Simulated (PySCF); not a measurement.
# LiS and its ions

r²SCAN; basis Li 6-311G(d,p), S 6-311G(d,p); no relativity; PySCF 2.14. Neutral (UKS): doublet (π ↑), Re = 2.167 Å, ωe = 567 cm⁻¹, De = 3.24 eV, HOMO -4.65 eV, LUMO -3.73 eV.

LiS⁺ (UKS): triplet (π ↑↑), Re = 2.495 Å, ωe = 334 cm⁻¹, De = 0.75 eV to Li⁺ + S. The energies at the minima are -405.67897 hartree for LiS and -405.38991 for LiS⁺.

Question: Work out the adiabatic ionisation energy, without and with harmonic zero-point energies (1 hartree = 27.2114 eV, 1 eV = 8065.5 cm⁻¹), and the change of the bond length.

Answer: At r²SCAN: 0.28906 hartree = 7.866 eV between the minima; the zero-point term (334.0 − 567.0)/2 cm⁻¹ = -0.014 eV makes it 7.851 eV. Re changes by +32.8 pm against the neutral. The electron leaves a π orbital, and the ion is left as a loose complex of an ion and an atom.

For an ion De counts to the pair picked by the measured ionisation energies or electron affinities, which need not be the lowest pair at this level. States were picked by a PBE0 search and need not be the measured ground states.
